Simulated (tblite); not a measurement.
# CClF3N2: the cost of one run

Computed with tblite 0.8.0 and PySCF 2.14.0; each step states its level. No surroundings beyond the atoms listed, unless a continuum is named. Atoms count from 0, parts from 1.

### Step 1. Starting point

7 atoms, charge 0, multiplicity 1; geometry: rigid parts in contact. Parts: 1 = atoms 0–4, `FC(F)(F)Cl`, charge 0; 2 = atoms 5–6, `N#N`, charge 0.

### Step 2. Bringing the parts together with GFN2-xTB

Job settings and geometry (Å):

```
{"job": {"kind": "dock", "xc": "GFN2-xTB", "basis": "xTB"}, "charge": 0, "multiplicity": 1, "parts": [{"atoms": "0-4", "charge": 0, "multiplicity": 1}, {"atoms": "5-6", "charge": 0, "multiplicity": 1}]}
F     -0.711951    -0.344756     1.094843
C     -0.073712     0.008108    -0.008440
F     -0.378749     1.266198    -0.278896
F     -0.514830    -0.746897    -1.000595
Cl     1.679241    -0.182654     0.193088
N      0.762169     2.484013    -2.406927
N      1.600996     1.813015    -2.635451
```

Level: GFN2-xTB search for minima from random contacts, gas phase.

Launch:

```sh
> OMP_NUM_THREADS=1 python cluster_run.py task.json out
```

The driver reads the jobs from task.json and runs them one after another.

**Question.** How long does this first job take on 1 thread of Arm Neoverse V1, shared host?

About 7.1 s.
